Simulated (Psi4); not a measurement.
**CH5Al (SMILES [CH3][AlH2]): a chain of runs**

Aim: a geometry optimisation (singlet CH5Al, r2SCAN/STO-3G), then the energy (doublet CH5Al+, U-r2SCAN/STO-3G), then a structure relaxation (doublet CH5Al+, U-r2SCAN/STO-3G), then the energy (singlet CH5Al, r2SCAN/STO-3G) of CH5Al. 

The results are computed with Psi4 1.11.

**1. Starting point**

CH5Al: 7 atoms, total charge 0, spin state singlet. SMILES: `[CH3][AlH2]`. All atoms were displaced at random from a relaxed shape. The run starts from this shape.

Bond lengths: C1–Al2 1.990 Å, C1–H3 1.143 Å, C1–H4 1.085 Å, C1–H5 1.076 Å, Al2–H6 1.608 Å, Al2–H7 1.614 Å. Angles: C1–Al2–H6 121.8°, C1–Al2–H7 117.5°, Al2–C1–H3 107.7°, Al2–C1–H4 101.9°, Al2–C1–H5 113.0°, H6–Al2–H7 119.8°, H3–C1–H4 100.9°, H3–C1–H5 112.9°, H4–C1–H5 118.9°.

**2. A structure relaxation at r2SCAN/STO-3G (density fitting) (run 1)**

job.dat reads:

```
memory 1600 mb

molecule molecule1 {
  0 1
  C
  Al 1 R2
  H 1 R3 2 A3
  H 1 R4 3 A4 2 D4
  H 1 R5 4 A5 3 D5
  H 2 R6 1 A6 5 D6
  H 2 R7 6 A7 1 D7

  R2 = 1.989509
  R3 = 1.142741
  A3 = 107.73615
  R4 = 1.084904
  A4 = 100.88089
  D4 = -106.41765
  R5 = 1.07598
  A5 = 118.9258
  D5 = 124.03022
  R6 = 1.607581
  A6 = 121.76832
  D6 = -143.49403
  R7 = 1.614137
  A7 = 119.80192
  D7 = -168.83751
}


energy_value, wavefunction = opt('r2scan/STO-3G', return_wfn=True)
```

Launch:

```console
psi4 -n 1 job.dat job.out
```

job.out:

```text
[...]
  Running in c1 symmetry.
[...]
  Nuclear repulsion =   50.055467608873890
[...]
  Multiplicity = 1
[...]
  Nalpha       = 12
  Nbeta        = 12
[...]
    Number of basis functions: 19
[...]
   @DF-RKS iter   1:  -280.01163936682127   -1.50333e+00   1.35840e-02 DIIS/ADIIS
[...]
   @DF-RKS iter   5:  -280.08268962495163   -7.04858e-12   7.70665e-09 DIIS
[...]
    Orbital Energies [Eh]
    ---------------------
    Doubly Occupied:
       1A    -55.102984     2A     -9.763555     3A     -3.869997
       4A     -2.353357     5A     -2.341583     6A     -2.341513
       7A     -0.583993     8A     -0.306796     9A     -0.298621
      10A     -0.298501    11A     -0.181512    12A     -0.170958
[...]
  @DF-RKS Final Energy:  -280.08268962495163
   => Energetics <=
    Nuclear Repulsion Energy =             51.7423027713224073
    One-Electron Energy =                -491.6563894423060788
    Two-Electron Energy =                 185.8641898448412633
    DFT Exchange-Correlation Energy =     -26.0327927988092114
    Empirical Dispersion Energy =           0.0000000000000000
    VV10 Nonlocal Energy =                  0.0000000000000000
    Total Energy =                       -280.0826896249516267
[...]
  -Total Gradient:
     Atom            X                  Y                   Z
    ------   -----------------  -----------------  -----------------
       1       -0.000011711397     0.000003503517    -0.000000624161
       2       -0.000013013755    -0.000043975824     0.000088189462
       3        0.000004009375     0.000002986630     0.000072638219
       4       -0.000003723123     0.000004138361     0.000058650165
       5        0.000002218128     0.000002205885     0.000060060282
       6        0.000003607115     0.000013773802     0.000049445028
       7        0.000010001154     0.000020600685     0.000047834651
[...]
```

The script printed:

```text
Optimizer: Optimization complete!
```

Wall time 47 s (1 thread of Intel Xeon Platinum 8259CL at 2.50GHz (Skylake/Cascade Lake), shared host); peak memory 0.43 GiB.

The path in brief:

```tsv
step	energy from the first frame kept (eV)	largest force (eV/Å)
0	0.0000	4.3449
1	-0.5198	1.0764
2	-0.5457	0.4305
3	-0.4572	1.2754
4	-0.5449	0.3974
5	-0.5579	0.0203
6	-0.5579	0.0157
7	-0.5580	0.0051
```

After the run. Bond lengths: C1–Al2 1.911 Å, C1–H3 1.096 Å, C1–H4 1.098 Å, C1–H5 1.096 Å, Al2–H6 1.503 Å, Al2–H7 1.503 Å. Angles: C1–Al2–H6 119.8°, C1–Al2–H7 120.0°, Al2–C1–H3 112.9°, Al2–C1–H4 110.7°, Al2–C1–H5 113.1°, H6–Al2–H7 120.2°, H3–C1–H4 106.1°, H3–C1–H5 107.2°, H4–C1–H5 106.2°.

**3. The doublet cation: the energy at U-r2SCAN/STO-3G (density fitting) (run 2)**

job.in reads:

```
memory 1600 MB

molecule geom {
  1 2
  C     -0.368744    -0.706064    -0.381122
  Al     0.522952     0.804487     0.377035
  H     -1.059063    -1.189835     0.319220
  H     -0.973258    -0.406175    -1.247466
  H      0.321552    -1.477026    -0.741372
  H     -0.173044     1.638902     1.415060
  H      1.907901     1.166096    -0.080229
  units angstrom
  symmetry c1
}

set {
  basis     STO-3G
  reference uks
}

energy("r2scan")
```

Launch:

```console
psi4 -i job.in -o job.out -n 1
```

job.out:

```text
[...]
  Running in c1 symmetry.
[...]
  Nuclear repulsion =   51.742298262374788
[...]
  Multiplicity = 2
[...]
  Nalpha       = 12
  Nbeta        = 11
[...]
    Number of basis functions: 19
[...]
   @DF-UKS iter   1:  -279.69931252238092   -1.11488e+00   1.58087e-02 ADIIS/DIIS
[...]
   @DF-UKS iter  18:  -279.76546045614162   -9.86120e-10   2.13728e-07 DIIS
[...]
   @S^2 Observed:                7.540941672E-01
[...]
  @DF-UKS Final Energy:  -279.76546045614162
   => Energetics <=
    Nuclear Repulsion Energy =             51.7422982623747885
    One-Electron Energy =                -483.8043754488760442
    Two-Electron Energy =                 177.8695672854423151
    DFT Exchange-Correlation Energy =     -25.5729505550827092
    Empirical Dispersion Energy =           0.0000000000000000
    VV10 Nonlocal Energy =                  0.0000000000000000
    Total Energy =                       -279.7654604561416249
[...]
 Multipole Moments:
 ------------------------------------------------------------------------------------
     Multipole            Electronic (a.u.)      Nuclear  (a.u.)        Total (a.u.)
 ------------------------------------------------------------------------------------
 L = 1.  Multiply by 2.5417464519 to convert [e a0] to [Debye]
 Dipole X            :          1.1872729           -1.2917209           -0.1044480
 Dipole Y            :          1.9423957           -2.1046140           -0.1622184
 Dipole Z            :          1.0224252           -1.1129740           -0.0905489
 Magnitude           :                                                    0.2131274
[...]
```

Wall time 18 s (1 thread of Intel Xeon Platinum 8259CL at 2.50GHz (Skylake/Cascade Lake), shared host); peak memory 0.39 GiB.

**4. The doublet cation: a geometry optimisation at U-r2SCAN/STO-3G (density fitting) (run 3)**

ch5al.inp reads:

```
memory 1.6 GB

molecule m {
  1 2
  C
  Al 1 1.910939
  H 1 1.095926 2 112.9126
  H 1 1.098145 3 106.13781 2 -121.49286
  H 1 1.095751 3 107.23741 4 -113.23435
  H 2 1.502716 1 119.79278 5 -153.53183
  H 2 1.502643 6 120.22927 1 179.09613
  symmetry c1
}

set {
  basis     STO-3G
  reference uks
}

energy_value = optimize('r2scan')
print_variables()
```

Launch:

```console
psi4 ch5al.inp ch5al.out -n 1
```

ch5al.out:

```text
[...]
  Running in c1 symmetry.
[...]
  Nuclear repulsion =   51.742298728383446
[...]
  Multiplicity = 2
[...]
  Nalpha       = 12
  Nbeta        = 11
[...]
    Number of basis functions: 19
[...]
   @DF-UKS iter   1:  -279.69931251419854   -1.11488e+00   1.58087e-02 DIIS/ADIIS
[...]
   @DF-UKS iter   7:  -279.79685414208751   -2.84217e-13   5.37054e-09 DIIS
[...]
   @S^2 Observed:                7.537310824E-01
[...]
  @DF-UKS Final Energy:  -279.79685414208751
   => Energetics <=
    Nuclear Repulsion Energy =             49.1586749203571571
    One-Electron Energy =                -478.9161229388641345
    Two-Electron Energy =                 175.5118925192317931
    DFT Exchange-Correlation Energy =     -25.5512986428123199
    Empirical Dispersion Energy =           0.0000000000000000
    VV10 Nonlocal Energy =                  0.0000000000000000
    Total Energy =                       -279.7968541420875113
[...]
  -Total Gradient:
     Atom            X                  Y                   Z
    ------   -----------------  -----------------  -----------------
       1        0.000028673330     0.000014481209     0.000069535065
       2       -0.000038013440    -0.000021864873     0.000213970967
       3       -0.000000182305     0.000000965333     0.000179753461
       4       -0.000017392178     0.000014414118     0.000143525061
       5       -0.000013224071    -0.000001771051     0.000201443263
       6        0.000013220963     0.000013961193     0.000184986095
       7        0.000000761612    -0.000007132520     0.000206759999
[...]
```

On the terminal:

```text
Optimizer: Optimization complete!
```

It took 86 s on 1 thread of Intel Xeon Platinum 8259CL at 2.50GHz (Skylake/Cascade Lake), shared host; peak memory 0.43 GiB.

Steps, from the record of the run:

```tsv
step	energy from the first frame kept (eV)	largest force (eV/Å)
0	0.0000	4.1034
1	-0.5493	2.2105
2	-0.8034	0.8275
3	-0.8429	0.3328
4	-0.8533	0.0610
5	-0.8541	0.0175
6	-0.8542	0.0244
7	-0.8543	0.0112
```

After the run. Bond lengths: C1–Al2 2.150 Å, C1–H3 1.103 Å, C1–H4 1.106 Å, C1–H5 1.103 Å, Al2–H6 1.502 Å, Al2–H7 1.502 Å. Angles: C1–Al2–H6 103.5°, C1–Al2–H7 103.5°, Al2–C1–H3 102.1°, Al2–C1–H4 97.8°, Al2–C1–H5 102.4°, H6–Al2–H7 153.0°, H3–C1–H4 116.3°, H3–C1–H5 117.1°, H4–C1–H5 116.3°.

**5. The energy at r2SCAN/STO-3G (density fitting) (run 4)**

job.inp reads:

```
memory 1.6 GB

molecule mol {
  0 1
  C
  Al 1 2.149623
  H 1 1.103053 2 102.06636
  H 1 1.105881 3 116.26364 2 -105.14124
  H 1 1.102826 3 117.11987 4 -143.94348
  H 2 1.502018 1 103.478 5 -153.18796
  H 2 1.502189 6 153.04424 3 -168.6353
}

set {
  basis STO-3G
}

energy('r2scan')
```

Launch:

```console
psi4 -i job.inp -o job.out -n 1
```

job.out:

```text
[...]
  Running in c1 symmetry.
[...]
  Nuclear repulsion =   49.158681482156950
[...]
  Multiplicity = 1
[...]
  Nalpha       = 12
  Nbeta        = 12
[...]
    Number of basis functions: 19
[...]
   @DF-RKS iter   1:  -279.97451619301393   -1.46869e+00   1.45833e-02 ADIIS/DIIS
[...]
   @DF-RKS iter   6:  -280.03323585367065   -1.03454e-07   9.33883e-07 DIIS
[...]
  @DF-RKS Final Energy:  -280.03323585367065
   => Energetics <=
    Nuclear Repulsion Energy =             49.1586814821569504
    One-Electron Energy =                -486.6587978210085907
    Two-Electron Energy =                 183.4499602245907965
    DFT Exchange-Correlation Energy =     -25.9830797394098276
    Empirical Dispersion Energy =           0.0000000000000000
    VV10 Nonlocal Energy =                  0.0000000000000000
    Total Energy =                       -280.0332358536706465
[...]
 Multipole Moments:
 ------------------------------------------------------------------------------------
     Multipole            Electronic (a.u.)      Nuclear  (a.u.)        Total (a.u.)
 ------------------------------------------------------------------------------------
 L = 1.  Multiply by 2.5417464519 to convert [e a0] to [Debye]
 Dipole X            :         -0.0429148            0.0448264            0.0019116
 Dipole Y            :          0.0227568           -0.0226169            0.0001398
 Dipole Z            :          4.1584770           -3.2183831            0.9400939
 Magnitude           :                                                    0.9400959
[...]
```

Run time: 6.9 s. Hardware: 1 thread of Intel Xeon Platinum 8259CL at 2.50GHz (Skylake/Cascade Lake), shared host; peak memory 0.39 GiB.

**6. Outcome**

```
                                                               quantity          value
                          run 1, r2SCAN/STO-3G: total energy at the end  -280.08269 Eh
                                    run 1, r2SCAN/STO-3G: dipole moment         0.07 D
                                      run 1, r2SCAN/STO-3G: HOMO energy       -4.65 eV
                                      run 1, r2SCAN/STO-3G: LUMO energy        3.71 eV
                                    run 1, r2SCAN/STO-3G: HOMO–LUMO gap        8.37 eV
                                    doublet cation, run 2: total energy  -279.76546 Eh
              doublet cation, run 2: HOMO energy (highest over α and β)      -12.43 eV
               doublet cation, run 2: LUMO energy (lowest over α and β)      -12.36 eV
                                            doublet cation, run 2: ⟨S²⟩          0.754
                         doublet cation, run 3: total energy at the end  -279.79685 Eh
              doublet cation, run 3: HOMO energy (highest over α and β)      -12.89 eV
               doublet cation, run 3: LUMO energy (lowest over α and β)      -10.06 eV
                                            doublet cation, run 3: ⟨S²⟩          0.754
                                     run 4, r2SCAN/STO-3G: total energy  -280.03324 Eh
                                    run 4, r2SCAN/STO-3G: dipole moment         2.39 D
                                      run 4, r2SCAN/STO-3G: HOMO energy       -2.46 eV
                                      run 4, r2SCAN/STO-3G: LUMO energy        3.49 eV
                                    run 4, r2SCAN/STO-3G: HOMO–LUMO gap        5.95 eV
adiabatic ionisation energy (to the doublet cation, no zero-point term)       7.778 eV
```

**Reading.** The adiabatic ionisation energy (to the doublet cation, no zero-point term) is 7.78 eV (179 kcal/mol). In a minimal basis such a difference can be off by several eV, whatever the method. The optimisation (run 1, r2SCAN/STO-3G) took 8 steps and changed the energy by -0.558 eV. The optimisation (doublet cation, run 3) took 8 steps and changed the energy by -0.854 eV.
